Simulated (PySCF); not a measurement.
Atomic charges against the basis set

BH6P.
Numbering: `[BH3-:1][PH3+:2]` (hydrogens: H3, H4, H5 on B1; H6, H7, H8 on P2)

PBE0 throughout (PySCF), one geometry, spherical d and f functions. Geometry: PBE0-D3(BJ)/def2-SVP; no solvent, vibrations or thermal averaging. Atoms taken as equivalent share a column and are averaged.

Mulliken charges (e):

```csv
basis,functions,B1,P2,H3/H4/H5,H6/H7/H8
STO-3G,20,-0.189,+0.481,-0.087,-0.010
6-31G,34,-0.244,+0.216,-0.030,+0.039
6-31G*,44,-0.308,+0.145,-0.010,+0.064
def2-SVP,62,-0.301,+0.244,-0.018,+0.037
"6-311+G(2d,p)",98,-0.435,+0.188,0.000,+0.083
def2-TZVP,104,-0.382,+0.076,-0.001,+0.103
```

IAO charges (e):

| basis | functions | B1 | P2 | H3/H4/H5 | H6/H7/H8 |
| --- | --- | --- | --- | --- | --- |
| STO-3G | 20 | -0.506 | +0.570 | -0.028 | +0.007 |
| 6-31G | 34 | -0.598 | +0.457 | +0.013 | +0.034 |
| 6-31G* | 44 | -0.611 | +0.583 | +0.012 | -0.003 |
| def2-SVP | 62 | -0.630 | +0.598 | +0.014 | -0.003 |
| 6-311+G(2d,p) | 98 | -0.648 | +0.610 | +0.018 | -0.006 |
| def2-TZVP | 104 | -0.649 | +0.614 | +0.019 | -0.007 |

Hirshfeld charges (e):

| basis | functions | B1 | P2 | H3/H4/H5 | H6/H7/H8 |
| --- | --- | --- | --- | --- | --- |
| STO-3G | 20 | -0.131 | +0.439 | -0.112 | +0.009 |
| 6-31G | 34 | -0.145 | +0.315 | -0.082 | +0.025 |
| 6-31G* | 44 | -0.145 | +0.304 | -0.075 | +0.022 |
| def2-SVP | 62 | -0.155 | +0.331 | -0.081 | +0.022 |
| 6-311+G(2d,p) | 98 | -0.143 | +0.308 | -0.077 | +0.022 |
| def2-TZVP | 104 | -0.146 | +0.301 | -0.075 | +0.024 |

**Question.** Which scheme is steadiest as the basis changes?

**Answer.** Largest range over the bases for any column: Hirshfeld 0.14 e, IAO 0.16 e, Mulliken 0.41 e. Hirshfeld charges move least and Mulliken charges most, counted in e. Without the minimal STO-3G basis the ranges are Hirshfeld 0.03, IAO 0.16, Mulliken 0.19 e.

**Question.** How much do the charges still move between the two largest bases, 6-311+G(2d,p) and def2-TZVP?

**Answer.** At most, over all atoms: Mulliken 0.112 e, IAO 0.004 e, Hirshfeld 0.008 e.

**Question.** What do the same runs give for the total energy, the frontier levels and the dipole moment?

**Answer.** 
| basis | energy (Eh) | HOMO (eV) | LUMO (eV) | μ (D) |
| --- | --- | --- | --- | --- |
| STO-3G | -365.4441 | -6.18 | 5.90 | 5.45 |
| 6-31G | -369.5316 | -8.25 | 0.98 | 4.56 |
| 6-31G* | -369.5798 | -8.40 | 0.80 | 4.14 |
| def2-SVP | -369.4794 | -8.45 | 0.73 | 4.32 |
| 6-311+G(2d,p) | -369.6259 | -8.58 | -0.37 | 4.06 |
| def2-TZVP | -369.6292 | -8.59 | 0.39 | 4.02 |

The dipole is fixed by the density alone, so its range of 1.43 D shows that the density itself changes with the basis, not only its division among atoms.
